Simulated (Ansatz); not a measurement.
## BGe⁺, triplet: reading a ladder of total energies

Geometry: a point of a stretch scan, not a stationary point.

```yaml
atoms:
  - { symbol: Ge, position_ang: [0.0000, 0.0000, 0.0000] }
  - { symbol: B, position_ang: [0.0000, 0.0000, 5.9070] }
```

Basis cc-pVDZ; Ansatz 0.2.0. Only valence electrons are correlated (noble-gas cores and the filled d shells of p-block atoms frozen), which leaves 6 electrons in 26 orbitals. Prefix R: restricted or restricted open-shell reference. No spin–orbit coupling is included, and no scalar relativity.

Full CI is exact within this basis and frozen core; it isn't the basis-set limit.

Runs differ by some tens of microhartree through their thresholds and, for an open shell, their frozen cores, so steps under 0.03 kcal/mol mean nothing.

```
    level  total energy (hartree)
      RHF            -2099.544058
     RMP2            -2099.618326
    RCCSD            -2099.656099
 RCCSD(T)            -2099.657562
   RCCSDT            -2099.658243
RCCSDT(Q)            -2099.658255
  full CI            -2099.658247
```

Problem. What is the correlation energy at full CI, and what share of it do RMP2 and RCCSD(T) recover?

Solution. E(corr) = -2099.658247 − (-2099.544058) = -0.114189 hartree = -3.107 eV. RMP2: -0.074268 / -0.114189 = 65.04 %. RCCSD(T): -0.113504 / -0.114189 = 99.40 %.

Problem. By how many kcal/mol does RCCSD(T) miss full CI (1 hartree = 627.509 kcal/mol), and which steps make up the rest?

Solution. -2099.657562 − (-2099.658247) = 0.000685 hartree = 0.43 kcal/mol. Steps: RCCSDT − RCCSD(T) = -0.43, RCCSDT(Q) − RCCSDT = -0.01, full CI − RCCSDT(Q) = 0.01 kcal/mol. That is within 1 kcal/mol of the reference in this basis, which itself misses far more of the correlation at the basis-set limit.
